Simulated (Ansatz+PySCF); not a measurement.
doublet CHF2: levels of theory in one basis

```yaml
atoms:
  - { symbol: C, position_ang: [0.0000, 0.4763, -0.1574] }
  - { symbol: F, position_ang: [-1.1003, -0.2527, 0.0221] }
  - { symbol: H, position_ang: [0.0000, 1.4630, 0.4140] }
  - { symbol: F, position_ang: [1.1003, -0.2527, 0.0221] }
```

Basis set: cc-pVTZ (spherical functions). Left uncorrelated: 3 orbitals. Correlation on ROHF uses semicanonical orbitals with singles. Charge 0, multiplicity 2.

Computed with Ansatz (development build ahead of 0.2.0) and PySCF 2.14.0; each method stands on the lowest determinant of its kind that the runs found.

```tsv
method	E − E(ROHF) (eV)	<S²> of the determinant
ROHF	0.00	0.75
UHF	-0.08	0.76
ROHF-MP2	-17.47	–
UHF-MP2	-17.47	0.76
UHF-CCSD	-17.73	0.76
```

(1) What does ROHF-CCSD(T) give on the same scale?

Results:

(1) -18.29 eV.
